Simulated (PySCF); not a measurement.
# CHClO (SMILES O=CCl): a chain of runs

We compute the energy (HF/aug-cc-pVTZ), then a single-point energy (CCSD(T)/DZVP2) of CHClO. 

The results are computed with PySCF 2.14.0.

## (1) Starting point

CHClO: 4 atoms, total charge 0, spin state singlet. As SMILES, `O=CCl`. The coordinates come from a GFN2-xTB relaxation.

Bond lengths: O1–C2 1.180 Å, C2–Cl3 1.737 Å, C2–H4 1.096 Å. Angles: O1–C2–Cl3 123.2°, O1–C2–H4 126.3°, Cl3–C2–H4 110.5°.

## (2) The energy at HF/aug-cc-pVTZ (density fitting) (run 4)

geometry.xyz

```xyz
4

O     -0.923480     0.247020     0.870470
C     -0.159410     0.075880    -0.012440
Cl     1.389520    -0.680720     0.203440
H     -0.306630     0.357830    -1.061480
```

calc.py

```python
# formyl chloride
from pyscf import gto

system = gto.M(
    atom='geometry.xyz',
    spin=0,
    max_memory=1860,
    charge=0,
    basis='aug-cc-pvtz',
    verbose=3,
)

hf = system.RHF()
hf = hf.density_fit()
hf.kernel()

etot = hf.e_tot
print('E = %.10f Eh' % etot)
```

Command:

```bash
$ OMP_NUM_THREADS=1 python calc.py
```

Output:

```text
converged SCF energy = -572.867248400574
E = -572.8672484006 Eh
```

Wall time 7 s (1 thread of Intel Xeon at 2.50GHz (Skylake/Cascade Lake), shared host); peak memory 0.2 GiB.

## (3) A single-point energy at CCSD(T)/DZVP2 (run 6)

start.xyz

```xyz
4

O     -0.923480     0.247020     0.870470
C     -0.159410     0.075880    -0.012440
Cl     1.389520    -0.680720     0.203440
H     -0.306630     0.357830    -1.061480
```

input.py

```python
from pyscf import gto, cc

mol = gto.Mole()
mol.atom = 'start.xyz'
mol.basis = 'dzvp2'
mol.symmetry = True
mol.charge = 0
mol.max_memory = 1860
mol.verbose = 4
mol.build()

hf = mol.RHF()
hf.kernel()

mycc = cc.CCSD(hf)
mycc.kernel()
e_t = mycc.ccsd_t()
e_tot = mycc.e_tot + e_t
print('E(%s) = %.9f' % ('CCSD(T)', e_tot))
hf.analyze()
```

Command:

```bash
$ OMP_NUM_THREADS=1 python input.py
```

Output:

```text
PySCF version 2.14.0

[INPUT] num. atoms = 4
[INPUT] num. electrons = 32
[INPUT] charge = 0
[INPUT] spin (= nelec alpha-beta = 2S) = 0
[INPUT] symmetry True subgroup None
[INPUT] Mole.unit = angstrom
[INPUT] Symbol           X                Y                Z      unit          X                Y                Z       unit  Magmom
[INPUT]  1 O     -0.923480000000   0.247020000000   0.870470000000 AA   -1.745124281513   0.466800147290   1.644949899650 Bohr   0.0
[INPUT]  2 C     -0.159410000000   0.075880000000  -0.012440000000 AA   -0.301241241517   0.143392418332  -0.023508192990 Bohr   0.0
[INPUT]  3 Cl     1.389520000000  -0.680720000000   0.203440000000 AA    2.625812244606  -1.286374367514   0.384445882782 Bohr   0.0
[INPUT]  4 H     -0.306630000000   0.357830000000  -1.061480000000 AA   -0.579446721575   0.676200699153  -2.005906486703 Bohr   0.0

nuclear repulsion = 89.286721205928
point group symmetry = C1
symmetry origin: [0. 0. 0.]
symmetry axis x: [1. 0. 0.]
symmetry axis y: [0. 1. 0.]
symmetry axis z: [0. 0. 1.]
num. orbitals of irrep A = 51
number of shells = 23
number of NR pGTOs = 119
number of NR cGTOs = 51
basis = dzvp2
ecp = {}

[... 72 lines left out ...]
Nuclear Repulsion Energy =              89.286721205927961
[... 6 lines left out ...]
MO #1   energy= -104.86978076351   occ= 2
[... 4 lines left out ...]
MO #6   energy= -8.05950025225719  occ= 2
[... 4 lines left out ...]
MO #11  energy= -0.721261435127455 occ= 2
[... 4 lines left out ...]
MO #16  energy= -0.476406664575001 occ= 2
[... 4 lines left out ...]
MO #21  energy= 0.334470731732239  occ= 0
[... 4 lines left out ...]
MO #26  energy= 0.568991974779186  occ= 0
[... 4 lines left out ...]
MO #31  energy= 0.98080926847511   occ= 0
[... 4 lines left out ...]
MO #36  energy= 1.24400567363927   occ= 0
[... 4 lines left out ...]
MO #41  energy= 1.74033365941966   occ= 0
[... 4 lines left out ...]
MO #46  energy= 2.27340718658016   occ= 0
[... 4 lines left out ...]
MO #51  energy= 3.09265376803009   occ= 0
[... 19 lines left out ...]
pop of  1 C 2px           0.82431
pop of  1 C 2py           0.75419
pop of  1 C 2pz           1.01212
pop of  1 C 3px           0.01250
pop of  1 C 3py           0.00402
pop of  1 C 3pz           0.01350
pop of  1 C 3dxy          0.00623
pop of  1 C 3dyz          0.00446
pop of  1 C 3dz^2         0.00903
pop of  1 C 3dxz          0.00511
pop of  1 C 3dx2-y2       0.00502
pop of  2 Cl 1s           2.00000
pop of  2 Cl 2s           1.99996
pop of  2 Cl 3s           1.86697
pop of  2 Cl 4s           0.00409
pop of  2 Cl 2px          1.99999
pop of  2 Cl 2py          2.00000
pop of  2 Cl 2pz          2.00000
pop of  2 Cl 3px          1.42708
pop of  2 Cl 3py          1.80026
pop of  2 Cl 3pz          1.96686
pop of  2 Cl 4px          0.00631
pop of  2 Cl 4py          0.00251
pop of  2 Cl 4pz          0.00295
pop of  2 Cl 3dxy         0.00551
pop of  2 Cl 3dyz         0.00025
pop of  2 Cl 3dz^2        0.00307
pop of  2 Cl 3dxz         0.00106
pop of  2 Cl 3dx2-y2      0.00394
pop of  3 H 1s            0.87005
pop of  3 H 2s            0.01264
pop of  3 H 2px           0.00044
pop of  3 H 2py           0.00026
pop of  3 H 2pz           0.00228
 ** Mulliken atomic charges  **
charge of    0O =     -0.38703
charge of    1C =      0.36349
charge of    2Cl =     -0.09078
charge of    3H =      0.11433
Dipole moment(X, Y, Z, Debye):  0.33769,  0.30802, -2.26870
```

Wall time 22 s (1 thread of Intel Xeon at 2.50GHz (Skylake/Cascade Lake), shared host); peak memory 0.21 GiB.

## (4) Summary of results

| quantity | value |
| --- | --- |
| run 4, HF/aug-cc-pVTZ: total energy | -572.86725 Eh |
| run 4, HF/aug-cc-pVTZ: dipole moment | 2.21 D |
| run 4, HF/aug-cc-pVTZ: HOMO energy | -12.88 eV |
| run 4, HF/aug-cc-pVTZ: LUMO energy | 0.76 eV |
| run 4, HF/aug-cc-pVTZ: HOMO–LUMO gap | 13.64 eV |
| run 6, CCSD(T)/DZVP2: total energy | -573.24771 Eh |
| run 6, CCSD(T)/DZVP2: dipole moment (Hartree–Fock density) | 2.31 D |
| run 6, CCSD(T)/DZVP2: HOMO energy (Hartree–Fock orbitals) | -12.96 eV |
| run 6, CCSD(T)/DZVP2: LUMO energy (Hartree–Fock orbitals) | 2.71 eV |
| run 6, CCSD(T)/DZVP2: HOMO–LUMO gap (Hartree–Fock orbitals) | 15.67 eV |
| run 6, CCSD(T)/DZVP2: correlation energy | -462.8 mEh |
| run 6, CCSD(T)/DZVP2: (T) correction | -14.16 mEh |
| run 6, CCSD(T)/DZVP2: T1 diagnostic | 0.012 |

In words: Mulliken charges (run 4, HF/aug-cc-pVTZ) run from -0.45 on O1 to +0.50 on H4; in a basis this large or diffuse they mean little. The triples (run 6, CCSD(T)/DZVP2) make up 3.1 % of the correlation energy.
